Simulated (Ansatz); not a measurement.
Geometry optimisation, RKS PBE0-D4/6-31G* in Ansatz.

input.yaml

```yaml
crystal:
  periodic: [false, false, false]
  atoms:
    - { symbol: "N", position_ang: [-1.0303, -0.7558, -1.0869] }
    - { symbol: C, position_ang: [-0.2967, -0.853, 0.1297] }
    - { symbol: S, position_ang: [1.3592, -0.5695, -0.1194] }
    - { symbol: C, position_ang: [0.3595, 0.3388, 0.8681] }
    - { symbol: S, position_ang: [0.0477, 1.96, 0.3334] }
    - { symbol: H, position_ang: [-1.95568, -0.23169, -0.90193] }
    - { symbol: H, position_ang: [-1.31315, -1.63507, -1.44394] }
    - { symbol: H, position_ang: [-0.4915, -1.7137, 0.7135] }
    - { symbol: H, position_ang: [0.4293, 0.2309, 1.9827] }
    - { symbol: H, position_ang: [1.3263, 2.3657, 0.4569] }
basis:
  gaussian: { orbitals: "6-31G*" }
hamiltonian:
  xc: pbe0
  dispersion: d4
relax:
  f_tol: 0.015
  max_steps: 40
```

Command:

```bash
$ ansatz run input.yaml --threads 1 --pin off --max-ram 2048MiB --backend cpu --events-out ev --progress --plain --runs-dir out
```

Question: Where does it end, and by what steps?

Answer: The run converged. After 9 steps the energy has fallen by 1.006 eV; H10 moved furthest, 0.52 Å.

```
step  energy less start (eV)  largest force component (eV/Å)  accepted
   0                  0.0000                           5.588       yes
   1                 -0.7287                           2.383       yes
   2                 -0.8945                           0.783       yes
   3                 -0.9293                           0.430       yes
   4                 -0.9886                           0.163       yes
   5                 -0.9972                           0.222       yes
   6                 -1.0039                           0.111       yes
   7                 -1.0052                           0.062       yes
   8                 -1.0057                           0.016       yes
   9                 -1.0058                           0.006       yes
```

```xyz
10
Properties=species:S:1:pos:R:3
N -1.100 -0.598 -0.982
C -0.293 -0.879 0.162
S 1.498 -0.985 -0.105
C 0.457 0.274 0.718
S 0.149 1.867 -0.036
H -2.053 -0.395 -0.694
H -1.122 -1.388 -1.619
H -0.657 -1.608 0.894
H 0.587 0.311 1.797
H 0.969 2.537 0.797
```

Whether the end is a true minimum wasn't checked by a vibrational analysis.

Time of the run: 44 s on 1 thread of Intel(R) Xeon(R) Platinum 8488C (Sapphire Rapids), on a shared host, peak memory 0.22 GiB.
